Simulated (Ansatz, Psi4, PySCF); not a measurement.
Molecule: SiF₃, charge 0, multiplicity 2. SMILES: F[Si](F)F
Coordinates optimised at B3LYP-D3(BJ)/def2-TZVP (Ansatz, a quantum-chemistry and plane-wave program):
```
Si
F 1 1.5883
F 1 1.5883 2 107.92
F 1 1.5883 2 107.92 3 -116.39
```
Charge 0, spin multiplicity 2.

Wanted: size of the dipole moment, in D. Conventions: UHF or UKS for open shells; no dispersion term unless named; 6-311+G** with 5d, 6d on Na to Ar in Ansatz; LANL2DZ with its own core potentials from Na on; six Cartesian d functions in 6-31G* and its kin unless marked 5d; non-relativistic; spin-orbit terms left out. Ab initio and DFT rows: single points at B3LYP-D3(BJ) geometries (Ansatz).

| level | program | size of the dipole moment (D) |
|---|---|---|
| PBE/3-21G | Ansatz | 1.09 |
| PBE/LANL2DZ | Ansatz | 1.74 |
| PBE/6-311+G** | Ansatz | 1.27 |
| BP86/6-31G* (5d) | PySCF | 1.03 |
| B3LYP/STO-3G | Ansatz | 0.63 |
| B3LYP/LANL2DZ | Ansatz | 2.00 |
| B3LYP/6-31+G* | Ansatz | 1.38 |
| M06-2X/6-311+G** | PySCF | 1.58 |
| wB97X-D/6-31G* | Psi4 | 1.29 |

No value to compare with is used here. The 9 habitual levels span 0.63 (B3LYP/STO-3G) to 2.00 D (B3LYP/LANL2DZ).

The levels are drawn from those run, B3LYP/6-31G* more often than the rest, none by its result; runs whose electronic state is in doubt are left out.
